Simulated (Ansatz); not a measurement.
# AlNH2+ (doublet): the correlation ladder, cc-pVDZ

Aim: climb from Hartree-Fock through coupled cluster for AlNH2+ (doublet) at one geometry and basis, and see what each rung misses.

The runs use Ansatz 0.2.0, Gaussian basis; cc-pVDZ, core rule «outside noble gas», up to 6 orbitals frozen.

Plan: UHF; CCSD(T) on ROHF; CCSD(T) on UHF; BCCD(T) on ROHF; CISD; CCSDT(Q) on ROHF; CCSDT(Q) on UHF; CCSDTQ on ROHF.

11 further runs of the same task are left out: 8 for a known fault of the program, 3 set aside as unsound or not needed.

### 1 The system

The geometry is a PBE0/def2-TZVP stationary point (not a proven minimum) of the parent state, kept for this charge and spin.

4 atoms, charge 1, spin multiplicity 2.

Atoms are counted from 1 here; the program's logs count them from 0.

Bond lengths: Al1–N2 1.796 Å, N2–H3 1.012 Å, N2–H4 1.012 Å. Angles: Al1–N2–H3 125.6°, Al1–N2–H4 125.6°, H3–N2–H4 108.7°.

### 2 UHF

in.yaml

```yaml
crystal:
  periodic: [false, false, false]
  atoms:
    - {symbol: Al, position_ang: [0.000000, 0.000000, 0.696811]}
    - {symbol: N, position_ang: [0.000000, 0.000000, -1.099242]}
    - {symbol: H, position_ang: [0.000000, 0.822256, -1.688737]}
    - {symbol: H, position_ang: [0.000000, -0.822256, -1.688737]}
basis:
  gaussian: {orbitals: cc-pVDZ}
total_charge: 1
magnetization: {spin_polarized: true, initial_magnetization: 1}
hamiltonian: {xc: hf}
output: {orbitals: {seedname: orbitals}}
```

Run with:

```bash
$ ansatz run in.yaml --threads 1 --pin off --events-out ev --progress --plain --max-ram 2816MiB --backend cpu
```

Further steps of the session: CCSD(T) on ROHF; CCSD(T) on UHF; BCCD(T) on ROHF; CISD; CCSDT(Q) on ROHF; CCSDT(Q) on UHF; CCSDTQ on ROHF.

Q: Predict the results of all the runs planned. Wanted: RCCSDTQ below the RHF energy; RMP2 from RCCSDTQ; UMP2 from RCCSDTQ; RCCSD from RCCSDTQ; RCCSD(T) from RCCSDTQ; UCCSD(T) from RCCSDTQ; RCCSDT(Q) from RCCSDTQ; UCCSDT(Q) from RCCSDTQ; T1 diagnostic.

As calculated:

| quantity | value |
| --- | --- |
| RCCSDTQ below the RHF energy | -6.0779 eV |
| RMP2 from RCCSDTQ | +584.8 meV |
| UMP2 from RCCSDTQ | +576.5 meV |
| RCCSD from RCCSDTQ | +207.8 meV |
| RCCSD(T) from RCCSDTQ | +32.8 meV |
| UCCSD(T) from RCCSDTQ | +32.3 meV |
| RCCSDT(Q) from RCCSDTQ | -0.6 meV |
| UCCSDT(Q) from RCCSDTQ | -3.7 meV |
| levels within 1 kcal/mol (43 meV) | RCCSD(T), UCCSD(T), BCCD(T), RCCSDT, UCCSDT, RCCSDT(Q), UCCSDT(Q) |
| T1 diagnostic | 0.026 |

In words: RCCSD(T) lands +32.8 meV from the yardstick (0.5 % of the correlation energy). These misses are within one basis, not against nature; the frozen cores of restricted and unrestricted runs differ, which can shift their rows.
